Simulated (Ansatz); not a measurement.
This geometry of CH$_{7}$Si$_{2}$ (10 atoms, charge -1, multiplicity 1) is a first-order saddle point.

These are results of Ansatz 0.2.0, RKS B3LYP-D4/cc-pVDZ, not measurements.

```xyz
10
Properties=species:S:1:pos:R:3
Si -1.076 0.895 -0.815
C -0.069 -0.548 -0.456
Si 1.076 -0.740 0.919
H -2.604 0.732 -0.854
H -0.873 1.619 -2.156
H -0.868 1.996 0.210
H -0.139 -1.414 -1.129
H 1.756 -2.101 0.881
H 0.539 -0.668 2.354
H 2.258 0.229 1.045
```

Task: Which two structures does it join? (They come from a converged band through this point; their orientation in space is the band's.)

Result: No bond is made or broken. The dihedral Si1–C2–Si3–H10 goes from -98 to 24°. The two ends are copies of one structure, up to a mirror image or an exchange of like atoms.

Initial state:

```xyz
10
Properties=species:S:1:pos:R:3
Si -1.124 0.861 -0.737
C -0.070 -0.574 -0.478
Si 1.121 -0.741 0.860
H -2.538 0.547 -1.237
H -0.741 1.960 -1.749
H -1.331 1.656 0.537
H 0.040 -1.267 -1.327
H 1.243 -2.150 1.448
H 0.783 0.145 2.042
H 2.617 -0.436 0.640
```

Final state:

```xyz
10
Properties=species:S:1:pos:R:3
Si -0.983 0.919 -0.857
C -0.356 -0.634 -0.197
Si 1.045 -0.774 0.923
H -2.505 0.992 -1.010
H -0.568 1.419 -2.256
H -0.624 2.100 0.024
H -0.669 -1.555 -0.715
H 2.458 -1.104 0.398
H 0.916 -1.866 1.989
H 1.285 0.504 1.702
```

Task: How far does it lie above each of them?

Result: 5.2 kJ/mol above the first and 5.2 kJ/mol above the second. This is the barrier of this one path; another mechanism may lie lower. Limits of this set-up: an anion without diffuse functions, the dipole of an ion depends on the origin.

Run time: 5.6 min on 1 thread of Arm Neoverse V1, on a shared host, peak memory 0.26 GiB.
